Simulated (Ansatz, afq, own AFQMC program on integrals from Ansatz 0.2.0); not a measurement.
**AlSiH2, doublet in cc-pVTZ, levels against CCSDT(Q)**

```xyz
4

Si    0.0000    0.0000    1.2743
Al    0.0000    0.0000   -1.1788
H     0.0000   -1.3806   -1.9769
H     0.0000    1.3806   -1.9769
```

Connectivity, by distances: Si–AlH2.

Basis cc-pVTZ. Noble-gas cores (and the filled d shells of Ga–Kr and In–Xe) are frozen. Ansatz 0.2.0 and our own AFQMC program on the same integrals; the CISD trial comes from CCSD amplitudes, and released means the phaseless constraint is let go. Error bars are statistical, one sigma.

Determinant: ROHF, the one that the program's search chose, which needn't be the lowest solution. The geometry is a PBE0/def2-TZVP stationary point of this or a neighbouring charge and spin state.

No full CI on the walks' own integrals is used here; CCSDT(Q) serves as the reference and is uncertain by about the last step of the cluster series.

Cautions: a spin-contaminated unrestricted determinant lies lower (UHF 260 meV lower, ⟨S²⟩ 1.32); the released energies are still falling, so no released level is given (meV from the phaseless value at times in 1/Eh: 2 ± 11 at 0.24, -14 ± 4 at 0.51, -32 ± 15 at 0.99, -33 ± 6 at 1.62, -35 ± 5 at 2.40), though the last usable value meets CCSDT(Q) within the noise.

* T1 diagnostic: 0.0201
* weight of the determinant in the CISD state: 0.860
* size of the correlated space: 9 electrons in 86 orbitals

Reference: CCSDT(Q), correlation energy -5.552 eV.

```csv
level,E − E(reference) (kJ/mol),share of correlation (%)
HF,535.6,0.00
MP2,122.7,77.09
CCSD,22.7,95.76
CCSD(T),4.8,99.10
CCSDT,0.9,99.83
ph-AFQMC/HF,7.1 ± 2.3,98.67
ph-AFQMC/CISD,2.5 ± 0.5,99.53
```

A walk keeps the symmetry of its determinant, which the program's search chose and which needn't be the lowest solution, so a lower state of the same spin and another symmetry isn't excluded.
